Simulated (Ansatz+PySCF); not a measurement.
A calculation with PySCF 2.14.0.

```python
from pyscf import gto, scf

mol = gto.M(atom="""
O 0.000000 0.000000 -0.594140
O 0.000000 0.000000 0.594140
""", basis='sto-3g', charge=0, spin=0)
mf = scf.RHF(mol)
mf.init_guess = 'minao'
mf.kernel()
while True:  # follow internal instabilities
    mo, _, stable, _ = mf.stability(return_status=True)
    if stable: break
    mf.kernel(mf.make_rdm1(mo, mf.mo_occ))
print(mf.converged, mf.e_tot, mf.spin_square()[0])
```

The script is written out from the run's settings.

Results

```
Converged                       : yes
Total energy                    : -147.54882 hartree
Spin squared of the determinant : 0.000
```

Caution: another spin multiplicity may lie lower; an unrestricted determinant lies well below.
